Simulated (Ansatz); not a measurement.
# AlH3Cl− (SMILES [H][Al-]([H])([H])[Cl]) at CCSD(T)/STO-3G

Aim: the energy change on altering one bond length of AlH3Cl− at CCSD(T)/STO-3G, from 2 runs. 

The calculation is run with Ansatz 0.2.0.

1 further run of the same task is left out (it didn't finish).

### 1 The system as given

The species is AlH3Cl− (5 atoms), meant as a singlet with charge -1. As SMILES, `[H][Al-]([H])([H])[Cl]`. Geometry: a GFN2-xTB relaxation, a rough one for these elements and not checked as a minimum.

Bond lengths: Al1–Cl2 2.096 Å, Al1–H3 1.609 Å, Al1–H4 1.608 Å, Al1–H5 1.609 Å. Angles: Cl2–Al1–H3 107.0°, Cl2–Al1–H4 107.2°, Cl2–Al1–H5 107.4°, H3–Al1–H4 111.6°, H3–Al1–H5 111.7°, H4–Al1–H5 111.8°.

### 2 A single-point energy at CCSD(T)/STO-3G

molecule.yaml reads:

```yaml
crystal:
  periodic: [false, false, false]
  atoms:
    - symbol: Al
      position_ang: [-0.002450, 0.000420, -0.134210]
    - symbol: Cl
      position_ang: [0.013850, -0.018360, 1.961810]
    - symbol: H
      position_ang: [1.532100, 0.011680, -0.616990]
    - symbol: H
      position_ang: [-0.775390, 1.334390, -0.590440]
    - symbol: H
      position_ang: [-0.768110, -1.328130, -0.620160]
basis:
  gaussian: {orbitals: STO-3G}
total_charge: -1
correlation: {method: ccsd_t, frozen_orbitals: {Al: 5, Cl: 5, H: 0}}
accuracy: high
scf: {omitted_lower_state_checks: [cluster_reference, increment]}
```

Started as:

```
$ ansatz run molecule.yaml --threads 1 --pin off --max-ram 2610MiB --events-out events.jsonl --progress --plain --runs-dir runs
```

Output:

```text
Warning: RAYON_NUM_THREADS=1 ignored (pool sized by the plan → 1); use --threads N
Functional definition: HF
  name "HF"
  exchange = exact_x
  correlation = 0
these checks for a lower state are left out or cut short: cluster_reference, increment
362 factors; integrals over basis functions are off by at most 1.3e-8 eV
mean field evaluation 1: about -18919.4748 eV, gradient 1.4e1 eV
mean field evaluation 2: about -18919.4848 eV, gradient 1.4e1 eV
mean field evaluation 4: about -18920.3376 eV, gradient 5.4e-1 eV
mean field evaluation 8: about -18920.3380 eV, gradient 4.1e-5 eV
mean field -18920.33797284 eV, -695.3095958362 hartree, gradient 8.0e-8 eV, S^2 0.000000; 0 other end points of the search recorded, 0 dependent functions left out
10 core orbitals not correlated: weight in the atoms' cores, before any rotation towards them, 0.999 or more for the frozen orbitals, at most 0.000 for the correlated occupied ones
reference -18920.33797284 eV, -695.3095958362 hartree; 7, 7 occupied and 4, 4 virtual orbitals, 362 factors
second order -0.98826645 eV of doubles, -0.00000000 eV of singles
cycle   1  -1.26657067 eV  change   -2.8e-1 eV  update   4.5e-2
cycle   2  -1.41688843 eV  change   -1.5e-1 eV  update   1.7e-2
cycle   3  -1.41736122 eV  change   -4.7e-4 eV  update   1.1e-3
cycle   4  -1.41741328 eV  change   -5.2e-5 eV  update   3.6e-4
cycle   5  -1.41755812 eV  change   -1.4e-4 eV  update   1.0e-4
cycle   6  -1.41756181 eV  change   -3.7e-6 eV  update   2.4e-5
cycle   7  -1.41755706 eV  change    4.8e-6 eV  update   7.5e-6
cycle   8  -1.41755851 eV  change   -1.5e-6 eV  update   1.4e-6
cycle   9  -1.41755857 eV  change   -6.2e-8 eV  update   3.0e-7
cycle  10  -1.41755850 eV  change    6.8e-8 eV  update   6.1e-8
cycle  11  -1.41755850 eV  change   8.1e-10 eV  update   1.5e-8
cycle  12  -1.41755834 eV  change    1.6e-7 eV  update   4.5e-8
cycle  13  -1.41755828 eV  change    5.7e-8 eV  update   1.4e-8
cycle  14  -1.41755827 eV  change    8.3e-9 eV  update   3.4e-9
cycle  15  -1.41755827 eV  change   -1.0e-9 eV  update  8.7e-10
perturbative correction -0.00921788 eV, -0.0003387507 hartree
Total energy: -18921.76474899 eV, -695.3620288927 hartree
Checks for a lower state left out: cluster_reference, increment
```

Run time: 0.2 s. Hardware: 1 thread of Intel Xeon 6975P-C (Granite Rapids), shared host.

### 3 The distorted shape, same level

job.yaml reads:

```yaml
crystal:
  periodic: [false, false, false]
  atoms:
    - {symbol: Al, position_ang: [0.190802, -0.333102, -0.020142]}
    - {symbol: Cl, position_ang: [0.207102, -0.351882, 2.075878]}
    - {symbol: H, position_ang: [1.725352, -0.321842, -0.502922]}
    - {symbol: H, position_ang: [-0.775390, 1.334390, -0.590440]}
    - {symbol: H, position_ang: [-0.574858, -1.661652, -0.506092]}
basis:
  gaussian:
    orbitals: STO-3G
correlation:
  method: ccsd_t
  frozen_orbitals: {Al: 5, Cl: 5, H: 0}
total_charge: -1
accuracy: high
scf:
  omitted_lower_state_checks: [cluster_reference, increment]
```

Started as:

```
$ ansatz run job.yaml --threads 1 --pin off --max-ram 2610MiB --events-out events.jsonl --progress --plain --runs-dir runs
```

Output:

```text
Warning: RAYON_NUM_THREADS=1 ignored (pool sized by the plan → 1); use --threads N
[... 4 set-up lines as earlier in the session ...]
these checks for a lower state are left out or cut short: cluster_reference, increment
362 factors; integrals over basis functions are off by at most 1.4e-8 eV
mean field evaluation 1: about -18917.2942 eV, gradient 1.6e1 eV
mean field evaluation 2: about -18917.3023 eV, gradient 1.6e1 eV
mean field evaluation 4: about -18918.6332 eV, gradient 7.1e-1 eV
mean field evaluation 8: about -18918.6334 eV, gradient 9.4e-5 eV
mean field -18918.63343505 eV, -695.2469552276 hartree, gradient 5.6e-9 eV, S^2 0.000000; 0 other end points of the search recorded, 0 dependent functions left out
10 core orbitals not correlated: weight in the atoms' cores, before any rotation towards them, 0.999 or more for the frozen orbitals, at most 0.000 for the correlated occupied ones
reference -18918.63343505 eV, -695.2469552276 hartree; 7, 7 occupied and 4, 4 virtual orbitals, 362 factors
second order -1.15828268 eV of doubles, -0.00000000 eV of singles
cycle   1  -1.48908516 eV  change   -3.3e-1 eV  update   5.8e-2
cycle   2  -1.69386516 eV  change   -2.0e-1 eV  update   2.4e-2
cycle   3  -1.69376145 eV  change    1.0e-4 eV  update   2.5e-3
cycle   4  -1.69372115 eV  change    4.0e-5 eV  update   8.8e-4
cycle   5  -1.69394476 eV  change   -2.2e-4 eV  update   1.7e-4
cycle   6  -1.69391580 eV  change    2.9e-5 eV  update   4.1e-5
cycle   7  -1.69389989 eV  change    1.6e-5 eV  update   1.2e-5
cycle   8  -1.69390528 eV  change   -5.4e-6 eV  update   4.0e-6
cycle   9  -1.69390559 eV  change   -3.2e-7 eV  update   9.2e-7
cycle  10  -1.69390544 eV  change    1.5e-7 eV  update   2.2e-7
cycle  11  -1.69390538 eV  change    6.6e-8 eV  update   5.8e-8
cycle  12  -1.69390545 eV  change   -6.9e-8 eV  update   2.2e-8
cycle  13  -1.69390544 eV  change    6.8e-9 eV  update   1.4e-8
cycle  14  -1.69390485 eV  change    5.9e-7 eV  update   1.3e-7
cycle  15  -1.69390462 eV  change    2.2e-7 eV  update   5.0e-8
cycle  16  -1.69390456 eV  change    5.9e-8 eV  update   1.5e-8
cycle  17  -1.69390456 eV  change    6.5e-9 eV  update   5.4e-9
cycle  18  -1.69390455 eV  change    2.5e-9 eV  update   2.4e-9
cycle  19  -1.69390455 eV  change  -2.5e-10 eV  update  4.7e-10
perturbative correction -0.01426374 eV, -0.0005241828 hartree
Total energy: -18920.34160334 eV, -695.3097292546 hartree
Checks for a lower state left out: cluster_reference, increment
```

Run time: 0.18 s. Hardware: 1 thread of Intel Xeon 6975P-C (Granite Rapids), shared host.

### 4 Results

At CCSD(T)/STO-3G, 10 core orbitals frozen:

| quantity | value |
| --- | --- |
| first shape: total energy | -695.36203 Eh |
| first shape: correlation energy (10 core orbitals frozen) | -52.4 mEh |
| first shape: (T) correction | -0.34 mEh |
| first shape: T1 diagnostic | 0.006 |
| distorted shape: total energy | -695.30973 Eh |
| distorted shape: correlation energy (10 core orbitals frozen) | -62.8 mEh |
| distorted shape: (T) correction | -0.52 mEh |
| distorted shape: T1 diagnostic | 0.010 |
| energy change with the Al1–H4 bond stretched from 1.608 to 2.010 Å | 1.423 eV |

**Reading.** With the Al1–H4 bond stretched from 1.608 to 2.010 Å the energy rises by 1.42 eV (137 kJ/mol). The first shape isn't relaxed at this level, so the change isn't measured from a minimum. The minimal basis adds a large error of its own. The triples (first shape) make up 0.6 % of the correlation energy. The triples (distorted shape) make up 0.8 % of the correlation energy.
